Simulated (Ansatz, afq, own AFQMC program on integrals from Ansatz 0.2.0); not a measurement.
Os⁺, sextet: AFQMC among the cluster methods

A free Os cation.

Basis def2-TZVPP with its core potentials. Noble-gas cores (and the filled d shells of Ga–Kr and In–Xe) are frozen. AFQMC by an in-house program on the Cholesky factors that Ansatz 0.2.0 writes for its CCSD(T) run. The CISD trial takes its coefficients from CCSD amplitudes. Released means that phaseless walkers are propagated on without the constraint, phases kept. Free projection: walkers drawn from exp(T), propagated without any constraint. Its projection time is finite, and what remains of the start isn't in its error. Error bars are statistical, one sigma. No spin–orbit coupling. The metal's outer-core s and p shells are frozen, which shifts wave-function levels against functionals.

Determinant: UHF, the one that the program's search chose, which needn't be the lowest solution.

No full CI on the walks' own integrals is used here; CCSDT(Q) serves as the reference and is uncertain by about the last step of the cluster series.

Cautions: no spin-orbit coupling; outer-core shells of the metal frozen.

- T1 diagnostic: 0.0079
- weight of the determinant in the CISD state: 0.957
- ⟨S²⟩ of the determinant: 8.755
- size of the correlated space: 7 electrons in 52 orbitals

Problem. Estimate: order these by the size of their error in total energy against CCSDT(Q), smallest first.
A. phaseless AFQMC with the Hartree–Fock trial
B. CCSD
C. CCSDT
D. MP2

Solution. C (0.03 kcal/mol), A (0.97 ± 0.27 kcal/mol), B (2.31 kcal/mol), D (5.69 kcal/mol).

Reference: CCSDT(Q), correlation energy -3.600 eV.

A walk keeps the symmetry of its determinant, which the program's search chose and which needn't be the lowest solution, so a lower state of the same spin and another symmetry isn't excluded.
